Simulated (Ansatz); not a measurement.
# C3H10Si: basis-set convergence

The task here is to estimate one member of a computed series from the others.

Method: one geometry, several basis sets; program: Ansatz 0.2.0, Gaussian basis.

Plan: PBE0-D4/def2-SVP; ωB97M-V/def2-SVP; PBE0-D4/def2-QZVPP; ωB97M-V/def2-QZVPP; the functionals' def2-TZVPP values are taken from earlier runs.

### The geometry

An earlier PBE0-D4 in a triple-zeta def2 set relaxation fixed the geometry.

SMILES `CC(C)[SiH3]`, 14 atoms, charge 0, spin multiplicity 1.

Atoms are counted from 1 here; the program's logs count them from 0.

Bond lengths: C1–C2 1.526 Å, C1–H5 1.093 Å, C1–H6 1.095 Å, C1–H7 1.094 Å, C2–C3 1.526 Å, C2–Si4 1.884 Å, C2–H8 1.098 Å, C3–H9 1.094 Å, C3–H10 1.093 Å, C3–H11 1.095 Å, Si4–H12 1.489 Å, Si4–H13 1.490 Å, Si4–H14 1.489 Å. Angles: C2–C1–H5 112.1°, C2–C1–H6 110.9°, C2–C1–H7 111.1°, H5–C1–H6 107.7°, H5–C1–H7 107.6°, H6–C1–H7 107.3°, C1–C2–C3 111.4°, C1–C2–Si4 111.1°, C1–C2–H8 108.5°, C3–C2–Si4 111.1°, C3–C2–H8 108.5°, Si4–C2–H8 106.1°, C2–C3–H9 111.1°, C2–C3–H10 112.1°, C2–C3–H11 110.9°, H9–C3–H10 107.6°, H9–C3–H11 107.3°, H10–C3–H11 107.7° and more.

Set-up of the first run:

Contents of in.yaml:

```yaml
crystal:
  periodic: [false, false, false]
  atoms:
    - {symbol: C, position_ang: [-0.718018, 0.934386, -0.956339]}
    - {symbol: C, position_ang: [-0.355039, 0.100900, 0.269473]}
    - {symbol: C, position_ang: [0.763771, 0.753641, 1.076462]}
    - {symbol: Si, position_ang: [0.100059, -1.660352, -0.219162]}
    - {symbol: H, position_ang: [-1.545734, 0.497142, -1.520328]}
    - {symbol: H, position_ang: [-1.012081, 1.948291, -0.666098]}
    - {symbol: H, position_ang: [0.134377, 1.025663, -1.636768]}
    - {symbol: H, position_ang: [-1.243250, 0.018745, 0.909630]}
    - {symbol: H, position_ang: [1.680120, 0.836417, 0.483713]}
    - {symbol: H, position_ang: [1.004190, 0.186454, 1.979156]}
    - {symbol: H, position_ang: [0.483532, 1.766218, 1.384482]}
    - {symbol: H, position_ang: [0.408903, -2.480613, 0.984931]}
    - {symbol: H, position_ang: [1.302864, -1.647104, -1.099241]}
    - {symbol: H, position_ang: [-1.016696, -2.308987, -0.960910]}
basis:
  gaussian: {orbitals: def2-SVP}
hamiltonian: {xc: pbe0, dispersion: d4}
output: {orbitals: {seedname: orbitals}}
```

Among the steps run: PBE0-D4 in def2-SVP; ωB97M-V in def2-SVP; PBE0-D4 in def2-QZVPP; ωB97M-V in def2-QZVPP.

One of the session's tables, all rows but one given; the rest of the session is left out.

It belongs to the step «Density functionals: the series». 

| functional | basis | HOMO (eV) | LUMO (eV) |
| --- | --- | --- | --- |
| PBE0-D4 | def2-SVP | ? | ? |
| PBE0-D4 | def2-TZVPP | -8.13 | 0.70 |
| PBE0-D4 | def2-QZVPP | -8.13 | 0.45 |
| ωB97M-V | def2-SVP | -10.33 | 2.92 |
| ωB97M-V | def2-TZVPP | -10.35 | 2.22 |
| ωB97M-V | def2-QZVPP | -10.35 | 1.73 |

Estimate the missing values for PBE0-D4, def2-SVP.

The run gave: HOMO (eV): -8.13; LUMO (eV): 1.17.
